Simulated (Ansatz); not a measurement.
Reaction (silylene formation by 1,1-elimination): `O[SiH2]S` → H₂O + `[SiH]S`

Gas-phase electronic energies from Ansatz, PBE0-D4/def2-TZVP geometries. CBS: MP2 limit from def2 TZ/QZ plus the TZ coupled-cluster correction, frozen cores. This one scheme is used for every species. DFT in def2-TZVPP. One conformer a species, not always the lowest.

| level | ΔE (kJ/mol) | difference from CCSD(T)/CBS |
| --- | --- | --- |
| revPBE-D4 | 240.4 | -19.0 |
| B2PLYP | 258.4 | -1.0 |
| PBE-QIDH | 274.9 | 15.5 |
| revPBE | 226.4 | -33.0 |
| BLYP | 227.7 | -31.7 |
| PBE0 | 256.9 | -2.5 |
| r2SCANh | 274.2 | 14.8 |
| r2SCAN0 | 277.4 | 18.0 |
| MP2/def2-SVP | 261.0 | 1.6 |
| CCSD/def2-SVP | 240.8 | -18.6 |
| HF/def2-TZVPP | 269.5 | 10.1 |
| CCSD/def2-TZVPP | 257.8 | -1.6 |
| HF/def2-QZVPP | 270.5 | 11.1 |
| HF/CBS(def2) | 270.6 | 11.2 |
| MP2/CBS(def2) | 276.9 | 17.5 |
| CCSD/CBS(def2) | 260.8 | 1.4 |
| CCSD(T)/CBS | 259.4 | 0 |

(1) What do rigid-rotor, harmonic-oscillator terms from PBE0-D4/def2-TZVP frequencies (298.15 K, 1 bar) make of the CCSD(T)/CBS value? (Best estimate.)

Largest T1 diagnostic among the species: 0.016.

Results:

(1) The calculation gave: ΔZPE = -6.9 kJ/mol, ΔH = +257.8 kJ/mol, ΔS = 147 J/(mol·K), ΔG = +214.1 kJ/mol.

At CCSD(T), def2-SVP lies −20.1 kJ/mol from the extrapolated value and def2-TZVPP −3.0 kJ/mol. From PBE to PBE0 (25 % exact exchange), in def2-TZVPP and without D4, ΔE moves by +16.5 kJ/mol. Leaving LDA and LC-ωPBE aside and taking each functional with its dispersion term where it has one, the values, not all of them listed here, spread over 40.6 kJ/mol, from BLYP-D4 to r2SCAN0-D4. LDA lies +30.8 kJ/mol from PBE without D4.
